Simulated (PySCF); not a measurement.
Gas-phase reaction: SiF2 + 4 CH2 → Si + H2 + 2 CH2CHF, at 2500 K and a standard pressure of 1 bar. Level: B3LYP/def2-TZVP†.

Method: PySCF energies plus ideal-gas RRHO corrections (1 bar). † marks an energy on the PBE0/def2-TZVP geometry and frequencies. Open shells (unrestricted): CH2 (multiplicity 3), Si (multiplicity 3, electronic degeneracy 9); the rest are closed-shell singlets. Spin-orbit splitting is ignored; it lowers the true energy and changes the entropy of Si. B3LYP is the form with VWN-RPA correlation. The harmonic model lacks anharmonicity and excited electronic states, which grow with temperature; levels with a mode under 35 cm⁻¹ are left out.

```csv
species,E (Ha),H(2500 K) − E (kJ/mol),S°(2500 K) (J/mol/K)
SiF2,-489.39707,146.4,371.5
CH2,-39.16921,157.8,286.7
Si,-289.39207,52.0,212.9
H2,-1.17967,103.7,194.8
CH2CHF,-177.90570,356.2,446.1
```
E: electronic energy; H − E holds the zero-point and thermal terms. 1 Ha = 2625.5 kJ/mol.

Task: Work out ΔH°, ΔS°, ΔG° and log10 K from these numbers.

Result: 1. ΔE = 1×(-289.39207) + 1×(-1.17967) + 2×(-177.90570) − 1×(-489.39707) − 4×(-39.16921) = -0.30923 Ha = -811.9 kJ.
2. Δ(H − E) = 1×(52.0) + 1×(103.7) + 2×(356.2) − 1×(146.4) − 4×(157.8) = 90.5 kJ, so ΔH° = -721.4 kJ.
3. ΔS° = 1×(212.9) + 1×(194.8) + 2×(446.1) − 1×(371.5) − 4×(286.7) = -218.4 J/K; the number of gas molecules changes by -1.
4. ΔG° = ΔH° − TΔS° = -721.4 − 2500×(-218.4)/1000 = -175.4 kJ.
5. log10 K = −ΔG°/(RT ln 10) = 3.66, with RT ln 10 = 47.86 kJ/mol; at standard pressures the products are favoured.
6. A shift of 10 kJ in ΔE would move log10 K by 0.21 here.
7. Lowering the total pressure from 1 bar to 0.01 bar multiplies the mole-fraction quotient K_x = K (p/p°)^(−Δn) by 10^-2, which pushes the balance towards the reactants.
For scale, ΔH°(298 K) is -761 kJ at this level, -771 kJ at ωB97M-V/def2-TZVP†, and runs from -1352 to -325 kJ over the 20 levels computed.
